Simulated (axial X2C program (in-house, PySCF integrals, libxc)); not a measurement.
**Worked dissociation energy of N₂⁺: TPSS, scalar-relativistic**

Computed with an in-house relativistic program for diatomic molecules. Spin-free means the one-electron spin-free X2C Hamiltonian. Basis: N dyall-av3z [7s7p3d2f] (cores contracted in-house); Gaussian nuclei, density fitting, unrestricted open shells. Masses: N 14.003 u.

Molecular state: M_S = 1/2, Λ = 0 (beyond evenly filled blocks: σα).

- E(N+) (2M_S = 2, M_L = 0): -54.106471 hartree
- E(N) (2M_S = 3, M_L = 0): -54.645430 hartree
- E(N₂⁺) at Re: -109.088125 hartree
- ωe: 2262.3 cm⁻¹
- ωexe: 14.5 cm⁻¹

(1) Work out De and D0.

The state is a single determinant with fixed occupations, the lowest that a limited PBE0 search found. Dissociation energies refer to the lowest single-determinant-based atoms at the same level and basis.

Each atomic determinant is the lowest at this level and need not be a pure term. Totals compare only within one Hamiltonian and basis.

Results:

(1) De = -54.106471 + (-54.645430) − (-109.088125) = 0.33622 hartree = 9.149 eV. The zero-point energy is ωe/2 − ωexe/4 = 1128 cm⁻¹ = 0.140 eV, so D0 = 9.009 eV.
